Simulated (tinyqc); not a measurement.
Inside a calculation. Method: CCSD on RHF in the sto-3g basis, for H2O, spin multiplicity 1. Computed by tinyqc, a small Python program that keeps every step (integrals from PySCF). Settings: charge = 0, multiplicity = 1, basis = sto-3g, method = RHF, energy threshold = 1e-10, iteration cap = 73, orthogonalisation = canonical, start = core, DIIS depth = 6, amplitude equations = CCSD, DIIS depth for amplitudes = 6, cap on updates = 50. Command: `OMP_NUM_THREADS=1 python tinyqc.py 28919 28920 out.jsonl` (the two numbers bound the seeds that draw the settings). One thread of a shared host (Intel(R) Xeon(R) Processor @ 2.60GHz), about 0.2 s of CPU time with the checks. The early iterations of the SCF are left out here.

## One-electron integrals

Geometry (angstrom):
```
atom       x        y       z
O     0.0000   0.0000  0.0000
H     0.0000   0.8570  0.6770
H     0.0000  -0.8570  0.6770
```

Basis sto-3g: exponents (1/bohr^2) and contraction coefficients of normalised primitives:
```
element  l (shell)  exponent  coefficient
O            s (1)  130.7093       0.1543
O            s (1)   23.8089       0.5353
O            s (1)    6.4436       0.4446
O            s (2)    5.0332      -0.1000
O            s (2)    1.1696       0.3995
O            s (2)    0.3804       0.7001
O            p (3)    5.0332       0.1559
O            p (3)    1.1696       0.6077
O            p (3)    0.3804       0.3920
H            s (1)    3.4253       0.1543
H            s (1)    0.6239       0.5353
H            s (1)    0.1689       0.4446
```

Overlap, kinetic and nuclear-attraction integrals over the contracted functions; the nuclear repulsion is the sum of Za Zb / Rab.

nuclear repulsion = 8.061230 hartree

overlap S, order 1O 1s, 1O 2s, 1O 2px, 1O 2py, 1O 2pz, 2H 1s, 3H 1s:
```
[[1.0000, 0.2367, 0.0000, 0.0000, 0.0000, 0.0391, 0.0391],
 [0.2367, 1.0000, 0.0000, 0.0000, 0.0000, 0.3907, 0.3907],
 [0.0000, 0.0000, 1.0000, 0.0000, 0.0000, 0.0000, 0.0000],
 [0.0000, 0.0000, 0.0000, 1.0000, 0.0000, 0.2697, -0.2697],
 [0.0000, 0.0000, 0.0000, 0.0000, 1.0000, 0.2130, 0.2130],
 [0.0391, 0.3907, 0.0000, 0.2697, 0.2130, 1.0000, 0.1873],
 [0.0391, 0.3907, 0.0000, -0.2697, 0.2130, 0.1873, 1.0000]]
```

kinetic energy T (hartree), order 1O 1s, 1O 2s, 1O 2px, 1O 2py, 1O 2pz, 2H 1s, 3H 1s:
```
[[29.0032, -0.1680, 0.0000, 0.0000, 0.0000, -0.0083, -0.0083],
 [-0.1680, 0.8081, 0.0000, 0.0000, 0.0000, 0.0732, 0.0732],
 [0.0000, 0.0000, 2.5287, 0.0000, 0.0000, 0.0000, 0.0000],
 [0.0000, 0.0000, 0.0000, 2.5287, 0.0000, 0.1502, -0.1502],
 [0.0000, 0.0000, 0.0000, 0.0000, 2.5287, 0.1186, 0.1186],
 [-0.0083, 0.0732, 0.0000, 0.1502, 0.1186, 0.7600, -0.0032],
 [-0.0083, 0.0732, 0.0000, -0.1502, 0.1186, -0.0032, 0.7600]]
```

nuclear attraction V (hartree), order 1O 1s, 1O 2s, 1O 2px, 1O 2py, 1O 2pz, 2H 1s, 3H 1s:
```
[[-61.5875, -7.4125, 0.0000, 0.0000, -0.0148, -1.2555, -1.2555],
 [-7.4125, -10.0157, 0.0000, 0.0000, -0.1804, -3.0220, -3.0220],
 [0.0000, 0.0000, -9.8814, 0.0000, 0.0000, 0.0000, 0.0000],
 [0.0000, 0.0000, 0.0000, -9.9941, 0.0000, -1.8371, 1.8371],
 [-0.0148, -0.1804, 0.0000, 0.0000, -9.9517, -1.5011, -1.5011],
 [-1.2555, -3.0220, 0.0000, -1.8371, -1.5011, -5.3282, -1.1035],
 [-1.2555, -3.0220, 0.0000, 1.8371, -1.5011, -1.1035, -5.3282]]
```

core Hamiltonian H = T + V (hartree), order 1O 1s, 1O 2s, 1O 2px, 1O 2py, 1O 2pz, 2H 1s, 3H 1s:
```
[[-32.5843, -7.5805, 0.0000, 0.0000, -0.0148, -1.2638, -1.2638],
 [-7.5805, -9.2076, 0.0000, 0.0000, -0.1804, -2.9488, -2.9488],
 [0.0000, 0.0000, -7.3527, 0.0000, 0.0000, 0.0000, 0.0000],
 [0.0000, 0.0000, 0.0000, -7.4654, 0.0000, -1.6869, 1.6869],
 [-0.0148, -0.1804, 0.0000, 0.0000, -7.4230, -1.3825, -1.3825],
 [-1.2638, -2.9488, 0.0000, -1.6869, -1.3825, -4.5682, -1.1067],
 [-1.2638, -2.9488, 0.0000, 1.6869, -1.3825, -1.1067, -4.5682]]
```

## Two-electron integrals

Functions are numbered as in S; the eight-fold symmetry (ij|kl) = (ji|kl) = (kl|ij) leaves the list below.

Two-electron integrals (ij|kl) in chemists' order, unique and non-zero (hartree):
```
(11|11) 4.7851      (21|11) 0.7414      (21|21) 0.1369      (22|11) 1.1189
(22|21) 0.2566      (22|22) 0.8172      (31|31) 0.0245      (32|31) 0.0378
(32|32) 0.1805      (33|11) 1.1158      (33|21) 0.2567      (33|22) 0.8170
(33|33) 0.8802      (41|41) 0.0245      (42|41) 0.0378      (42|42) 0.1805
(43|43) 0.0474      (44|11) 1.1158      (44|21) 0.2567      (44|22) 0.8170
(44|33) 0.7853      (44|44) 0.8802      (51|51) 0.0245      (52|51) 0.0378
(52|52) 0.1805      (53|53) 0.0474      (54|54) 0.0474      (55|11) 1.1158
(55|21) 0.2567      (55|22) 0.8170      (55|33) 0.7853      (55|44) 0.7853
(55|55) 0.8802      (61|11) 0.1241      (61|21) 0.0227      (61|22) 0.0424
(61|33) 0.0423      (61|41) 0.0008      (61|42) 0.0015      (61|44) 0.0425
(61|51) 0.0006      (61|52) 0.0012      (61|54) 1.24e-04    (61|55) 0.0424
(61|61) 0.0038      (62|11) 0.3178      (62|21) 0.0739      (62|22) 0.2624
(62|33) 0.2578      (62|41) 0.0044      (62|42) 0.0340      (62|44) 0.2661
(62|51) 0.0034      (62|52) 0.0269      (62|54) 0.0066      (62|55) 0.2630
(62|61) 0.0125      (62|62) 0.1065      (63|31) 0.0075      (63|32) 0.0446
(63|43) 0.0070      (63|53) 0.0055      (63|63) 0.0148      (64|11) 0.1849
(64|21) 0.0435      (64|22) 0.1650      (64|33) 0.1576      (64|41) 0.0098
(64|42) 0.0647      (64|44) 0.1766      (64|51) 0.0018      (64|52) 0.0159
(64|54) 0.0094      (64|55) 0.1607      (64|61) 0.0077      (64|62) 0.0814
(64|64) 0.0762      (65|11) 0.1461      (65|21) 0.0344      (65|22) 0.1304
(65|33) 0.1245      (65|41) 0.0018      (65|42) 0.0159      (65|44) 0.1284
(65|51) 0.0089      (65|52) 0.0571      (65|54) 0.0101      (65|55) 0.1380
(65|61) 0.0061      (65|62) 0.0643      (65|64) 0.0486      (65|65) 0.0531
(66|11) 0.4738      (66|21) 0.1119      (66|22) 0.4572      (66|33) 0.4391
(66|41) 0.0082      (66|42) 0.0892      (66|44) 0.4721      (66|51) 0.0065
(66|52) 0.0704      (66|54) 0.0261      (66|55) 0.4597      (66|61) 0.0191
(66|62) 0.2390      (66|64) 0.2084      (66|65) 0.1646      (66|66) 0.7746
(71|11) 0.1241      (71|21) 0.0227      (71|22) 0.0424      (71|33) 0.0423
(71|41) -0.0008     (71|42) -0.0015     (71|44) 0.0425      (71|51) 0.0006
(71|52) 0.0012      (71|54) -1.24e-04   (71|55) 0.0424      (71|61) 0.0038
(71|62) 0.0121      (71|64) 0.0068      (71|65) 0.0059      (71|66) 0.0184
(71|71) 0.0038      (72|11) 0.3178      (72|21) 0.0739      (72|22) 0.2624
(72|33) 0.2578      (72|41) -0.0044     (72|42) -0.0340     (72|44) 0.2661
(72|51) 0.0034      (72|52) 0.0269      (72|54) -0.0066     (72|55) 0.2630
(72|61) 0.0121      (72|62) 0.0852      (72|64) 0.0451      (72|65) 0.0500
(72|66) 0.1550      (72|71) 0.0125      (72|72) 0.1065      (73|31) 0.0075
(73|32) 0.0446      (73|43) -0.0070     (73|53) 0.0055      (73|63) 0.0114
(73|73) 0.0148      (74|11) -0.1849     (74|21) -0.0435     (74|22) -0.1650
(74|33) -0.1576     (74|41) 0.0098      (74|42) 0.0647      (74|44) -0.1766
(74|51) -0.0018     (74|52) -0.0159     (74|54) 0.0094      (74|55) -0.1607
(74|61) -0.0068     (74|62) -0.0451     (74|64) -0.0130     (74|65) -0.0260
(74|66) -0.0743     (74|71) -0.0077     (74|72) -0.0814     (74|74) 0.0762
(75|11) 0.1461      (75|21) 0.0344      (75|22) 0.1304      (75|33) 0.1245
(75|41) -0.0018     (75|42) -0.0159     (75|44) 0.1284      (75|51) 0.0089
(75|52) 0.0571      (75|54) -0.0101     (75|55) 0.1380      (75|61) 0.0059
(75|62) 0.0500      (75|64) 0.0260      (75|65) 0.0403      (75|66) 0.0992
(75|71) 0.0061      (75|72) 0.0643      (75|74) -0.0486     (75|75) 0.0531
(76|11) 0.1094      (76|21) 0.0257      (76|22) 0.0993      (76|33) 0.0970
(76|44) 0.0989      (76|51) 0.0019      (76|52) 0.0174      (76|55) 0.1020
(76|61) 0.0043      (76|62) 0.0402      (76|64) 0.0267      (76|65) 0.0273
(76|66) 0.0946      (76|71) 0.0043      (76|72) 0.0402      (76|74) -0.0267
(76|75) 0.0273      (76|76) 0.0190      (77|11) 0.4738      (77|21) 0.1119
(77|22) 0.4572      (77|33) 0.4391      (77|41) -0.0082     (77|42) -0.0892
(77|44) 0.4721      (77|51) 0.0065      (77|52) 0.0704      (77|54) -0.0261
(77|55) 0.4597      (77|61) 0.0184      (77|62) 0.1550      (77|64) 0.0743
(77|65) 0.0992      (77|66) 0.3058      (77|71) 0.0191      (77|72) 0.2390
(77|74) -0.2084     (77|75) 0.1646      (77|76) 0.0946      (77|77) 0.7746
```

## Orthogonalisation

S = U s U^T; canonical form X = U s^(-1/2), so that X^T S X = 1. Each column of U has its largest component positive (the first on a tie).

eigenvalues of S: [0.4293, 0.5137, 0.8852, 1.0000, 1.1005, 1.2991, 1.7723]

X, order 1O 1s, 1O 2s, 1O 2px, 1O 2py, 1O 2pz, 2H 1s, 3H 1s:
```
[[-0.3436, 0.0000, 0.7337, 0.0000, -0.6171, 0.0000, 0.1742],
 [1.0469, 0.0000, -0.2968, 0.0000, -0.3106, 0.0000, 0.4415],
 [0.0000, 0.0000, 0.0000, 1.0000, 0.0000, 0.0000, 0.0000],
 [0.0000, 0.8610, 0.0000, 0.0000, 0.0000, 0.6904, 0.0000],
 [0.4930, 0.0000, 0.6629, 0.0000, 0.6231, 0.0000, 0.2116],
 [-0.6605, -0.7764, -0.1786, 0.0000, 0.1470, 0.3828, 0.3836],
 [-0.6605, 0.7764, -0.1786, 0.0000, 0.1470, -0.3828, 0.3836]]
```

## Iteration 8 (converged): orbitals

converged F (hartree), order 1O 1s, 1O 2s, 1O 2px, 1O 2py, 1O 2pz, 2H 1s, 3H 1s:
```
[[-20.2542, -5.1638, 0.0000, 0.0000, -0.0257, -0.8693, -0.8693],
 [-5.1638, -2.4126, 0.0000, 0.0000, -0.0773, -0.8127, -0.8127],
 [0.0000, 0.0000, -0.3880, 0.0000, 0.0000, 0.0000, 0.0000],
 [0.0000, 0.0000, 0.0000, -0.2374, 0.0000, -0.3588, 0.3588],
 [-0.0257, -0.0773, 0.0000, 0.0000, -0.2794, -0.3289, -0.3289],
 [-0.8693, -0.8127, 0.0000, -0.3588, -0.3289, -0.4260, -0.2609],
 [-0.8693, -0.8127, 0.0000, 0.3588, -0.3289, -0.2609, -0.4260]]
```

Diagonalise F' = X^T F X, C = X C', fill 5 alpha and 5 beta electrons from the bottom; D = 2 C_occ C_occ^T. Each column has its largest component positive (the first on a tie).

F' = X^T F X (hartree):
```
[[-0.1717, 0.0000, 2.1309, 0.0000, -1.6844, 0.0000, 0.4415],
 [0.0000, 0.5844, 0.0000, 0.0000, 0.0000, 0.1051, 0.0000],
 [2.1309, 0.0000, -8.5888, 0.0000, 8.7388, 0.0000, -3.9120],
 [0.0000, 0.0000, 0.0000, -0.3880, 0.0000, 0.0000, 0.0000],
 [-1.6844, 0.0000, 8.7388, 0.0000, -9.6692, 0.0000, 4.3413],
 [0.0000, 0.1051, 0.0000, 0.0000, 0.0000, -0.5409, 0.0000],
 [0.4415, 0.0000, -3.9120, 0.0000, 4.3413, 0.0000, -2.9993]]
```

orbital energies (hartree): [-20.2625, -1.2128, -0.5506, -0.4389, -0.3880, 0.4852, 0.5941]

coefficients C, order 1O 1s, 1O 2s, 1O 2px, 1O 2py, 1O 2pz, 2H 1s, 3H 1s:
```
[[0.9944, -0.2388, 0.0000, 0.0946, 0.0000, -0.1125, 0.0000],
 [0.0242, 0.8829, 0.0000, -0.4846, 0.0000, 0.6785, 0.0000],
 [0.0000, 0.0000, 0.0000, 0.0000, 1.0000, 0.0000, 0.0000],
 [0.0000, 0.0000, 0.6081, 0.0000, 0.0000, 0.0000, 0.9210],
 [0.0032, 0.0884, 0.0000, 0.7470, 0.0000, 0.7415, 0.0000],
 [-0.0047, 0.1449, 0.4528, 0.3275, 0.0000, -0.7131, -0.7378],
 [-0.0047, 0.1449, -0.4528, 0.3275, 0.0000, -0.7131, 0.7378]]
```

D after iteration 8, order 1O 1s, 1O 2s, 1O 2px, 1O 2py, 1O 2pz, 2H 1s, 3H 1s:
```
[[2.1097, -0.4652, 0.0000, 0.0000, 0.1055, -0.0165, -0.0165],
 [-0.4652, 2.0299, 0.0000, 0.0000, -0.5677, -0.0617, -0.0617],
 [0.0000, 0.0000, 2.0000, 0.0000, 0.0000, 0.0000, 0.0000],
 [0.0000, 0.0000, 0.0000, 0.7396, 0.0000, 0.5507, -0.5507],
 [0.1055, -0.5677, 0.0000, 0.0000, 1.1316, 0.5149, 0.5149],
 [-0.0165, -0.0617, 0.0000, 0.5507, 0.5149, 0.6666, -0.1534],
 [-0.0165, -0.0617, 0.0000, -0.5507, 0.5149, -0.1534, 0.6666]]
```

## Convergence

Stop when the energy changes by less than 1e-10 hartree and every element of the error matrix X^T (F D S - S D F) X is below 3e-06.

Course of the cycle:
```
iteration  E (hartree)     change  largest element of the error matrix
1           -73.282747          -                             7.93e-01
2           -74.838545  -1.56e+00                             3.44e-01
3           -74.942063  -1.04e-01                             5.28e-02
4           -74.945017  -2.95e-03                             1.31e-02
5           -74.945202  -1.85e-04                             3.18e-03
6           -74.945225  -2.30e-05                             3.19e-04
7           -74.945225  -1.18e-07                             1.51e-06
8           -74.945225  -3.35e-12                             6.19e-08
```

PySCF RHF in the same basis = -74.945225 hartree

Converged in 8 iterations.

## Integrals over molecular orbitals

(pq|rs) = sum C_ip C_jq C_kr C_ls (ij|kl), one index at a time.

one-electron integrals over orbitals h = C^T H C (hartree):
```
[[-32.5676, 0.5675, 0.0000, -0.2119, 0.0000, 0.2582, 0.0000],
 [0.5675, -7.5688, 0.0000, 0.5199, 0.0000, -1.2287, 0.0000],
 [0.0000, 0.0000, -6.0376, 0.0000, 0.0000, 0.0000, -1.7615],
 [-0.2119, 0.5199, 0.0000, -6.6269, 0.0000, -1.2962, 0.0000],
 [0.0000, 0.0000, 0.0000, 0.0000, -7.3527, 0.0000, 0.0000],
 [0.2582, -1.2287, 0.0000, -1.2962, 0.0000, -5.3007, 0.0000],
 [0.0000, 0.0000, -1.7615, 0.0000, 0.0000, 0.0000, -5.5155]]
```

Two-electron integrals over orbitals (pq|rs), unique and non-zero (hartree):
```
(11|11) 4.7466      (21|11) -0.4276     (21|21) 0.0609      (22|11) 1.0181
(22|21) -0.0150     (22|22) 0.7237      (31|31) 0.0106      (32|31) 0.0169
(32|32) 0.1319      (33|11) 0.7655      (33|21) -0.0047     (33|22) 0.6181
(33|33) 0.5973      (41|11) 0.1679      (41|21) -0.0220     (41|22) 0.0128
(41|33) 0.0057      (41|41) 0.0246      (42|11) -0.1464     (42|21) 0.0082
(42|22) -0.0212     (42|33) 0.0044      (42|41) 0.0184      (42|42) 0.1295
(43|31) -0.0026     (43|32) 0.0272      (43|43) 0.0548      (44|11) 0.9414
(44|21) -0.0115     (44|22) 0.6624      (44|33) 0.5689      (44|41) -0.0090
(44|42) -0.0955     (44|44) 0.7108      (51|51) 0.0260      (52|51) 0.0331
(52|52) 0.1497      (53|53) 0.0266      (54|51) -0.0121     (54|52) -0.0446
(54|54) 0.0493      (55|11) 1.1154      (55|21) -0.0121     (55|22) 0.7535
(55|33) 0.6043      (55|41) 0.0047      (55|42) -0.0793     (55|44) 0.6949
(55|55) 0.8802      (61|11) -0.2014     (61|21) 0.0306      (61|22) -0.0019
(61|33) 0.0006      (61|41) 0.0026      (61|42) 0.0208      (61|44) -0.0161
(61|55) -0.0054     (61|61) 0.0265      (62|11) 0.2710      (62|21) -0.0061
(62|22) 0.1327      (62|33) 0.0672      (62|41) 0.0185      (62|42) 0.0307
(62|44) 0.0655      (62|55) 0.1432      (62|61) 0.0098      (62|62) 0.0956
(63|31) 0.0027      (63|32) -0.0373     (63|43) -0.0370     (63|63) 0.0744
(64|11) 0.2650      (64|21) -0.0034     (64|22) 0.1234      (64|33) 0.0481
(64|41) 0.0012      (64|42) -0.0477     (64|44) 0.1317      (64|55) 0.1463
(64|61) -0.0018     (64|62) 0.0602      (64|64) 0.0945      (65|51) 0.0134
(65|52) 0.0521      (65|54) 0.0048      (65|65) 0.0348      (66|11) 0.7846
(66|21) -0.0074     (66|22) 0.5959      (66|33) 0.5514      (66|41) 0.0182
(66|42) 0.0489      (66|44) 0.5447      (66|55) 0.5792      (66|61) 0.0088
(66|62) 0.0928      (66|64) 0.0522      (66|66) 0.5835      (71|31) 0.0144
(71|32) 0.0218      (71|43) -0.0036     (71|63) 0.0031      (71|71) 0.0195
(72|31) 0.0147      (72|32) 0.0529      (72|43) -0.0310     (72|63) 0.0306
(72|71) 0.0190      (72|72) 0.0674      (73|11) 0.3695      (73|21) -0.0070
(73|22) 0.1611      (73|33) 0.0887      (73|41) -3.12e-04   (73|42) -0.0780
(73|44) 0.1442      (73|55) 0.2012      (73|61) -0.0058     (73|62) 0.0693
(73|64) 0.0991      (73|66) 0.0438      (73|73) 0.1593      (74|31) -0.0084
(74|32) -0.0733     (74|43) -0.0120     (74|63) 0.0536      (74|71) -0.0114
(74|72) -0.0171     (74|74) 0.0711      (75|53) 0.0239      (75|75) 0.0250
(76|31) 0.0077      (76|32) 0.0872      (76|43) 0.0608      (76|63) -0.0660
(76|71) 0.0102      (76|72) -0.0050     (76|74) -0.0604     (76|76) 0.1126
(77|11) 0.8401      (77|21) -0.0089     (77|22) 0.6095      (77|33) 0.5848
(77|41) 0.0038      (77|42) -0.0179     (77|44) 0.5814      (77|55) 0.6101
(77|61) -0.0038     (77|62) 0.0619      (77|64) 0.0502      (77|66) 0.5514
(77|73) 0.0949      (77|77) 0.5978
```

## CCSD: starting amplitudes

t_ij^ab = <ij||ab> / (e_i + e_j - e_a - e_b), whose energy is MP2.

Starting amplitudes (spin orbitals 1a, 1b, ...; amplitudes related by a flip of all spins are not repeated; the 24 largest):
```
from      to          t
3a 3b  7a 7b    -0.0696
4a 4b  6a 6b    -0.0511
3a 4b  6b 7a     0.0479
3a 3b  6a 6b    -0.0359
4a 4b  7a 7b    -0.0344
2a 2b  6a 6b    -0.0282
3a 4b  6a 7b    -0.0259
2a 3b  6a 7b    -0.0244
2a 4b  6a 6b    -0.0230
3a 4a  6a 7a     0.0220
5a 5b  6a 6b    -0.0199
2a 2b  7a 7b    -0.0187
2a 3a  6a 7a    -0.0136
5a 5b  7a 7b    -0.0127
2a 3b  6b 7a     0.0108
2a 4b  7a 7b     0.0060
1a 2b  7a 7b    -0.0008
1a 1b  6a 6b    -0.0006
1a 4b  7a 7b     0.0005
1a 1b  7a 7b  -4.69e-04
1a 2b  6a 6b  -4.35e-04
1a 3a  6a 7a   4.09e-04
1a 3b  6a 7b   2.67e-04
1a 3b  6b 7a   1.42e-04
```

correlation energy = -0.048410 hartree

## CCSD: amplitude update 1

t_i^a D_i^a and t_ij^ab D_ij^ab are set to the remaining terms of the spin-orbital equations, evaluated with the old amplitudes; for the doubles these are <ij||ab> + 1/2 <ab||ef> t_ij^ef + 1/2 <mn||ij> t_mn^ab + P(ij)P(ab) <mb||ej> t_im^ae + terms in t^2 + terms with t1, D the orbital-energy denominators.

Amplitudes after update 1 (spin orbitals 1a, 1b, ...; amplitudes related by a flip of all spins are not repeated; the 24 largest):
```
from      to          t
3a 3b  7a 7b    -0.0884
4a 4b  6a 6b    -0.0648
3a 4b  6b 7a     0.0619
3a 3b  6a 6b    -0.0500
4a 4b  7a 7b    -0.0461
3a 4b  6a 7b    -0.0401
2a 4b  6a 6b    -0.0325
2a 2b  6a 6b    -0.0315
2a 3b  6a 7b    -0.0304
5a 5b  6a 6b    -0.0245
3a 4a  6a 7a     0.0218
2a 2b  7a 7b    -0.0202
2a 3b  6b 7a     0.0175
5a 5b  7a 7b    -0.0138
2a 3a  6a 7a    -0.0129
4a        6a    -0.0091
2a 4b  7a 7b     0.0051
3a        7a    -0.0033
1a 2b  7a 7b    -0.0008
2a        6a     0.0007
1a 1b  6a 6b    -0.0005
1a 4b  7a 7b   4.55e-04
1a 3a  6a 7a   4.05e-04
1a 2b  6a 6b  -3.91e-04
```

correlation energy = -0.061761 hartree

## CCSD: amplitude update 2

As before.

Amplitudes after update 2 (spin orbitals 1a, 1b, ...; amplitudes related by a flip of all spins are not repeated; the 24 largest):
```
from      to          t
3a 3b  7a 7b    -0.0946
4a 4b  6a 6b    -0.0708
3a 4b  6b 7a     0.0670
3a 3b  6a 6b    -0.0553
4a 4b  7a 7b    -0.0509
3a 4b  6a 7b    -0.0472
2a 4b  6a 6b    -0.0359
2a 2b  6a 6b    -0.0319
2a 3b  6a 7b    -0.0317
5a 5b  6a 6b    -0.0259
2a 3b  6b 7a     0.0204
2a 2b  7a 7b    -0.0199
3a 4a  6a 7a     0.0197
4a        6a    -0.0143
5a 5b  7a 7b    -0.0135
2a 3a  6a 7a    -0.0113
2a 4b  7a 7b     0.0042
3a        7a    -0.0037
2a        6a     0.0015
1a 2b  7a 7b    -0.0008
1a 1b  6a 6b    -0.0005
1a 4b  7a 7b   4.35e-04
1a 3a  6a 7a   3.97e-04
1a 2b  6a 6b  -3.89e-04
```

correlation energy = -0.066282 hartree

## CCSD: convergence

E_corr = 1/4 sum <ij||ab> t_ij^ab + 1/2 sum <ij||ab> t_i^a t_j^b; stop when the norm of the change is below 1e-8.

Course of the amplitude iterations:
```
update  correlation energy (hartree)  norm of the change
0                          -0.048410                   -
1                          -0.061761            9.18e-02
2                          -0.066282            3.76e-02
3                          -0.069412            1.70e-02
4                          -0.069424            2.36e-03
5                          -0.069441            5.93e-04
6                          -0.069440            4.55e-05
7                          -0.069441            1.15e-05
8                          -0.069441            1.67e-06
9                          -0.069441            2.62e-07
10                         -0.069441            7.27e-08
11                         -0.069441            2.03e-08
12                         -0.069441            5.29e-09
```

Converged amplitudes (spin orbitals 1a, 1b, ...; amplitudes related by a flip of all spins are not repeated; the 24 largest):
```
from      to          t
3a 3b  7a 7b    -0.0992
4a 4b  6a 6b    -0.0776
3a 4b  6b 7a     0.0709
3a 3b  6a 6b    -0.0573
4a 4b  7a 7b    -0.0547
3a 4b  6a 7b    -0.0540
2a 4b  6a 6b    -0.0382
2a 2b  6a 6b    -0.0319
2a 3b  6a 7b    -0.0316
5a 5b  6a 6b    -0.0265
2a 3b  6b 7a     0.0222
4a        6a    -0.0210
2a 2b  7a 7b    -0.0190
3a 4a  6a 7a     0.0169
5a 5b  7a 7b    -0.0126
2a 3a  6a 7a    -0.0095
2a 4b  7a 7b     0.0034
2a        6a     0.0031
3a        7a    -0.0027
1a 2b  7a 7b    -0.0007
1a 1b  6a 6b    -0.0005
1a 4b  7a 7b   4.24e-04
1a 2b  6a 6b  -3.99e-04
1a 3a  6a 7a   3.93e-04
```

CCSD total energy = -75.014666 hartree

T1 diagnostic, norm of the one-spin t1 over sqrt(correlated electrons) = 0.0068

Converged in 12 updates, with DIIS from the third.
